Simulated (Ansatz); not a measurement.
Name a neutral molecule of Cl, Mg and H with HOMO energy (PBE/def2-TZVPP) between -7.20 and -6.90 eV and HOMO energy (ωB97M-V/def2-TZVPP) between -10.65 and -10.35 eV (Ansatz, PBE0-D4/def2-TZVP geometry).

`[MgH][Cl]` (-7.07 eV, -10.49 eV). Other molecules can fit too; these were computed, each in one conformer that needn't be the lowest.
